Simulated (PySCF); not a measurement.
## Level of theory and adiabatic energies of losing or gaining an electron: `B[NH]` (BH3N•)

The parent is a doublet.

All levels share the PBE0-D3(BJ)/ma-def2-SVP structures and the PBE0-D3(BJ)/ma-def2-SVP thermal terms; only the single-point energies (PySCF) change. Values are adiabatic energies of losing or gaining an electron (0 K, eV).

```
                    level  ionisation energy to the singlet cation  ionisation energy to the triplet cation    time
      MP2/jun-cc-pV(T+d)Z                                     9.31                                    10.81    25 s
  CCSD(T)/jun-cc-pV(T+d)Z                                     9.74                                    10.79  13 min
B3LYP-D3(BJ)/ma-def2-TZVP                                    10.01                                    10.95       –
       HF/jun-cc-pV(T+d)Z                                    10.45                                     9.09   4.8 s
```

Times are wall times for all single points of a level on 1 thread of Intel Xeon 6975P-C, a shared host; the dash marks the run that also made the structures.

Hartree-Fock leaves out electron correlation, so its ionisation energies and electron affinities from energy differences come out too low, often by 1 eV or more.

The widest spread is that of ionisation energy to the triplet cation: 1.86 eV, from 9.09 to 10.95.

---

**Level of theory and adiabatic energies of losing or gaining an electron: `C=[PH3]` (CH5P)**

All levels share the PBE0-D3(BJ)/ma-def2-SVP structures and the PBE0-D3(BJ)/ma-def2-SVP thermal terms; only the single-point energies (PySCF) change. Values are adiabatic energies of losing or gaining an electron (0 K, eV).

| level | ionisation energy to the radical cation | time |
| --- | --- | --- |
| HF/ma-def2-TZVP | 5.78 | 7.5 s |
| CCSD(T)/ma-def2-TZVP | 7.19 | 18 min |
| MP2/ma-def2-TZVP | 7.26 | 32 s |
| ωB97X-D3(BJ)/ma-def2-TZVP | 7.32 | – |

Times are wall times for all single points of a level on 1 thread of Arm Neoverse N1, a shared host; the dash marks the run that also made the structures.

Hartree-Fock leaves out electron correlation, so its ionisation energies and electron affinities from energy differences come out too low, often by 1 eV or more.

The spread: 1.54 eV, from 5.78 to 7.32.

---

**How the method moves the adiabatic energies of losing or gaining an electron of formyl**

Structure: `[CH]=O` (CHO•). The parent is a doublet.

All levels share the PBE0-D3(BJ)/ma-def2-SVP structures and the PBE0-D3(BJ)/ma-def2-SVP thermal terms; only the single-point energies (PySCF) change. Values are adiabatic energies of losing or gaining an electron (0 K, eV).

```tsv
level	ionisation energy to the singlet cation	abs. error	time
HF/aug-cc-pVTZ	7.80	0.35	5.6 s
MP2/aug-cc-pVTZ	7.95	0.20	33 s
CCSD(T)/aug-cc-pVTZ	8.12	0.03	20 min
B3LYP-D3(BJ)/ma-def2-TZVP	8.48	0.33	–
ATcT 1.112	8.15
```

Times are wall times for all single points of a level on 1 thread of Arm Neoverse V2, a shared host; the dash marks the run that also made the structures.

Hartree-Fock leaves out electron correlation, so its ionisation energies and electron affinities from energy differences come out too low, often by 1 eV or more.

The spread: 0.68 eV, from 7.80 to 8.48.
